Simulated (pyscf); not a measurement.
# Four-centre exchange: `[BH2][OH]` + `[FH]` -> `[OH][BH][F]` + `[H][H]`

Gas phase, singlet surface, charge 0. Bonds broken: B1–H3, F6–H7. Bonds formed: B1–F6, H3–H7. Optimised with ωB97X-D3(BJ)/def2-SVP in PySCF.

Transition state (Å):

```xyz
7

B     -0.4016    -0.0766    -0.2327
O      0.7603    -0.4667    -0.8381
H     -1.2702    -1.1162    -0.1993
H     -0.9800     0.9560    -0.4683
H      1.2045     0.2570    -1.2894
F     -0.3089    -0.2548     1.4159
H     -0.9711    -0.9688     0.7788
```

One imaginary mode, 1185i cm⁻¹; descent along it reached the two sides named.

```tsv
bond	change	reactant side (Å)	saddle	product side
B1–H3	breaks	1.216	1.355	3.1
F6–H7	breaks	0.927	1.164	2.6
B1–F6	forms	2.596	1.661	1.328
H3–H7	forms	1.939	1.033	0.756
```

Electronic energies relative to the separated reactants (kJ/mol):

```csv
level,barrier,reaction energy,reverse barrier
ωB97X-D3(BJ)/def2-TZVP,82.1,-139.4,221.5
PBE/def2-TZVP,51.9,-140.7,192.7
r²SCAN/def2-TZVP,58.1,-150.0,208.1
B3LYP-D3(BJ)/def2-TZVP,80.5,-143.5,223.9
PBE0-D3(BJ)/def2-TZVP,67.6,-138.0,205.6
M06-2X/def2-TZVP,82.4,-148.6,231.0
ωB97M-D3(BJ)/def2-TZVP,79.8,-140.7,220.4
HF/def2-TZVP,155.9,-139.4,295.3
```

With ωB97M-D3(BJ)/def2-TZVP energies and thermal terms (ideal gas, 1 atm, RRHO with modes under 100 cm⁻¹ raised to 100, one conformer, R ln 2 for chiral ones without a mode under 150 cm⁻¹), in kJ/mol:

```
T (K)   ΔH‡    ΔG‡      ΔH      ΔG
-----  ----  -----  ------  ------
298    75.4  115.4  -151.5  -145.3
600    73.5  156.9  -149.2  -139.9
900    74.0  198.5  -147.3  -135.7
1200   75.7  239.8  -145.9  -132.1
```

The same reactants have a lower exit, to H₂B–F + H₂O (barrier +44.0 kJ/mol at ωB97M-D3(BJ)/def2-TZVP, against +79.8 kJ/mol here). One saddle was located; it need not be the lowest between these sides.
